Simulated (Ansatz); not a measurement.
Fluorite CdF2, treated with PBE-D4 in Ansatz (plane waves, PAW).

Settings: plane-wave cutoff 520 eV, 12×12×12 k mesh, Fermi–Dirac smearing 0.01 eV, scalar-relativistic PAW data made under PBE.

Cell (relaxed at this level):

Space group Fm-3m (No. 225); a = b = c = 5.4454 Å, α = β = γ = 90.00°

```
atom  site  symmetry       x       y       z
----  ----  --------  ------  ------  ------
Cd      4a      m-3m  0.0000  0.0000  0.0000
F       8c      -43m  0.2500  0.2500  0.2500
```
(The calculation used a cell of 3 atoms; values per cell refer to that cell.)

What does this level give for the bulk modulus, band gap, smallest direct gap on the k points sampled and pressure derivative B′ of the bulk modulus?


- bulk modulus = 98.8 GPa
- band gap = 2.99 eV
- smallest direct gap on the k points sampled = 3.52 eV
- pressure derivative B′ of the bulk modulus = 4.8

Measured, for comparison: band gap 7.8 eV (temperature not stated, no zero-point or thermal correction, indirect W–Γ; as tabulated in Cappellini et al. (2013), arXiv:1302.2571).

Spin–orbit coupling is not included.

Computed values are for the static lattice.

Ansatz is a program for electronic structure.
